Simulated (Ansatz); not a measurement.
## Isomers

Structures of C2H2S, closed shell, relaxed at PBE0-D4/def2-TZVP (vibrations not checked; lower isomers may exist, and structures with a doubtful reference or unclear bonds are left out). Ansatz 0.2.0; basis: def2-TZVPP; cores frozen in the correlated methods. B3LYP uses VWN-RPA correlation.

(1) Rank them by CCSD(T) energy, lowest first, and give each one's height above the lowest. Links in brackets join atoms within 1.22 times the sum of their covalent radii (1.1 for two metals). (An estimate is asked for; the value comes from the calculation.)
A.
C₂H₂S ([C]1[CH2][S]1)
```
5
angstrom
C -0.4488 -0.3712 -0.2049
C 0.4008 0.7904 0.1713
S 0.9391 -0.8638 0.6234
H 0.0630 1.4351 0.9786
H 0.9620 1.2929 -0.6124
```
B.
C₂H₂S (C1=CS1)
```
5
angstrom
C -0.5063 -0.3821 -0.1495
C 0.3263 0.5633 0.0300
S 1.0075 -1.0138 0.6687
H -1.4499 -0.7606 -0.4979
H 0.6224 1.5932 -0.0513
```
C.
C₂H₂S (C=C=S)
```
5
angstrom
C 0.5478 -0.2511 0.1019
C -0.6202 0.2844 -0.1153
S -2.0103 0.9217 -0.3739
H 1.3966 0.0077 -0.5201
H 0.6862 -0.9626 0.9074
```
D.
C₂H₂S (C#CS)
```
5
angstrom
C 0.1723 -0.3600 0.3900
C -0.8141 0.1985 -0.0144
S -2.1410 0.9591 -0.7081
H -2.7842 1.2348 0.4414
H 1.0400 -0.8520 0.7609
```

(2) Do PBE-D4, r2SCAN-D4, PBE0-D4, B3LYP-D4, wB97M-V, HF, MP2 give the same order? (A judgement: the text doesn't fix the answer.)

T1 diagnostic: at most 0.026. The T1 diagnostic is large here, which may signal multireference character or strong orbital relaxation, so CCSD(T) is less sure. The restricted Hartree–Fock reference is unstable towards an unrestricted one at one or more of these structures.

For scale, one of the runs: CCSD(T)/def2-TZVPP, 132 basis functions, launched by `ansatz run in.yaml --threads 2 --pin off --events-out ev --progress --plain --max-ram 4352MiB`. Time: 7 s of wall clock on 2 CPU threads of an Arm Neoverse V2; the host was shared. Peak host memory: 0.64 GiB.

Results:

(1) Computed: C (0.00 kcal/mol), D (16.14 kcal/mol), B (33.81 kcal/mol), A (44.43 kcal/mol). Heights count from the lowest.

(2) Computed: All do.
